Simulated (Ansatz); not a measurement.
A made-up structure of CH7BSi, singlet:

| atom | x (Å) | y (Å) | z (Å) |
| --- | --- | --- | --- |
| B1 | -1.2952 | 0.5006 | -1.2295 |
| Si2 | 0.2562 | 0.6218 | 0.0422 |
| C3 | 0.7411 | -0.9772 | 0.8947 |
| H4 | 0.8058 | 1.7552 | 0.6978 |
| H5 | -1.6553 | 1.4820 | -1.8129 |
| H6 | -0.0879 | 1.6568 | 1.0657 |
| H7 | 1.4223 | 1.1612 | -0.7234 |
| H8 | 1.0209 | -1.7367 | 0.1608 |
| H9 | 1.5883 | -0.8275 | 1.5674 |
| H10 | -0.0926 | -1.3702 | 1.4814 |

It is relaxed with PBE-D4/def2-SVP and then PBE0-D4/def2-TZVP (Ansatz 0.2.0). Atoms count as bonded within 1.22 times the sum of their covalent radii (H–H: 0.88 Å). The end point is not checked to be a true minimum.

Q: Does its bonding change? (Judge from chemistry; the calculation decides.)

A: The calculation gives: Yes. Formed: H4–H6; broken: Si2–H4, Si2–H6.

Where it ends: The first stage lowers the energy by 2.88 eV in 17 steps. It ends as a complex of CH₅BSi ([BH][SiH][CH3]) + H₂:
| atom | x (Å) | y (Å) | z (Å) |
| --- | --- | --- | --- |
| B1 | -1.0936 | 0.8631 | -1.2615 |
| Si2 | 0.4561 | -0.0281 | -0.9123 |
| C3 | 0.8171 | -0.9431 | 0.6790 |
| H4 | 0.2571 | 2.1736 | 2.3959 |
| H5 | -2.1113 | 1.4024 | -1.5185 |
| H6 | 0.1696 | 2.1111 | 1.6552 |
| H7 | 1.5473 | 0.0718 | -1.9086 |
| H8 | 1.0884 | -1.9807 | 0.4756 |
| H9 | 1.6384 | -0.4680 | 1.2193 |
| H10 | -0.0654 | -0.9360 | 1.3201 |

Labels in which every atom is bracketed show which atoms are joined, not bond orders.

For scale, one of the runs: PBE0-D4/def2-TZVP relaxation, 141 basis functions, launched by `ansatz run in.yaml --threads 2 --pin off --events-out ev --progress --plain --max-ram 4352MiB`. The run took about 76 s on 2 CPU threads of an Arm Neoverse V2 (shared host).
